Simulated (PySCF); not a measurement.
Gas-phase reaction: 4 Al(CH3)3 ⇌ 4 AlH3 + C6H6 + 3 C2H6

Method: PySCF energies plus ideal-gas RRHO corrections (1 bar). † marks an energy on the PBE0/def2-TZVP geometry and frequencies; other levels use their own. MP2 freezes the core. All species are closed-shell singlets. Methyl groups turn as free rotors in Al(CH3)3. AlH3: computed as isolated molecules; such fragments, hydroxides, amides, oligomers or adducts are transient or little studied in the gas. MP2 isn't extrapolated to the basis-set limit; its ΔH°(298 K) is 475.0 kJ in def2-SVP and 587.1 kJ in def2-TZVPP. The harmonic model lacks anharmonicity and excited electronic states, which grow with temperature; levels with a mode under 35 cm⁻¹ are left out. Internal rotation in C2H6 is treated as a harmonic vibration of one conformer, which makes the entropy rough.

| level | ΔE electronic, kJ | ΔH°(298 K), kJ | ΔS°(298 K), J/K | ΔG°(800 K), kJ |
|---|---|---|---|---|
| HF/def2-TZVP† | 464 | 406 | 389 | 104 |
| MP2/def2-SVP† | 533 | 475 | 389 | 174 |
| PBE/def2-SVP | 587 | 530 | 385 | 232 |
| PBE0/def2-TZVP | 650 | 592 | 389 | 291 |
| ωB97M-V/def2-TZVP† | 656 | 597 | 389 | 296 |
ΔH° is lowest at HF/def2-TZVP† and highest at ωB97M-V/def2-TZVP†. No reference value is set beside these.
